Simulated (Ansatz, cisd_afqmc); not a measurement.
Barrier from CH4FO- (complex or saddle point, singlet) to the saddle point below; all geometries are those of the NHTBH38 set.
```xyz
7

F      0.0549    -0.0136    -1.8498
C      0.0139    -0.0011    -0.0904
H      1.0804    -0.0009    -0.0012
H     -0.5155     0.9286    -0.0631
H     -0.5166    -0.9295    -0.0496
O      0.0336     0.0131     1.8953
H     -0.8944     0.0255     2.1423
```
Charge -1, spin multiplicity 1.

Total energies in hartree (Ansatz, an electronic-structure program, AFQMC by cisd_afqmc). UHF or UKS for unpaired electrons; spin-orbit terms are left out. Correlated methods leave the cores frozen. No relativity. AFQMC/CISD: phaseless, guided by CISD from CCSD amplitudes; bars are statistical, one sigma. Outlying blocks are dropped, and bars are widened where a walk drifts. Over all cases where full CI ran beside it in this data, AFQMC minus full CI had a median of +0.1 mEh and passed +0.4 mEh in a tenth of the cases.

```tsv
species	HF/aug-cc-pVTZ	CCSD(T)/aug-cc-pVTZ	HF/aug-cc-pVQZ	CCSD(T)/aug-cc-pVQZ	AFQMC/CISD/aug-cc-pVTZ
1: CH4FO- (complex or saddle point, singlet)	-214.58335	-215.36029	-214.59736	-215.41836	-215.36140 ± 0.00040
2: CH4FO- (complex or saddle point, singlet)	-214.49795	-215.28559	-214.51182	-215.34319	-215.28739 ± 0.00040
```

Problem. Work out the barrier height (electronic, no zero-point energy) in kcal/mol: take Hartree-Fock from aug-cc-pVQZ, extrapolate the CCSD(T) correlation energy as X^-3 (X = 3, 4), and add AFQMC/CISD - CCSD(T) in aug-cc-pVTZ. 1 hartree = 627.51 kcal/mol.

Solution. 
Species 1: correlation (64·(-0.82100) - 27·(-0.77694))/37 = -0.85315; step -0.00111; E1 = -214.59736 + (-0.85315) + (-0.00111) = -215.45162
Species 2: correlation (64·(-0.83137) - 27·(-0.78764))/37 = -0.86328; step -0.00180; E2 = -214.51182 + (-0.86328) + (-0.00180) = -215.37690
-1·E1 +1·E2 = 0.07472 hartree = 46.9 ± 0.4 kcal/mol. The bar is the root of the summed squares. Published benchmark value: 47.2 kcal/mol (Zhao et al., NHTBH38), a best estimate, not a measurement. The composite differs from it by -0.3 kcal/mol; core, relativistic and spin-orbit terms are not in it.
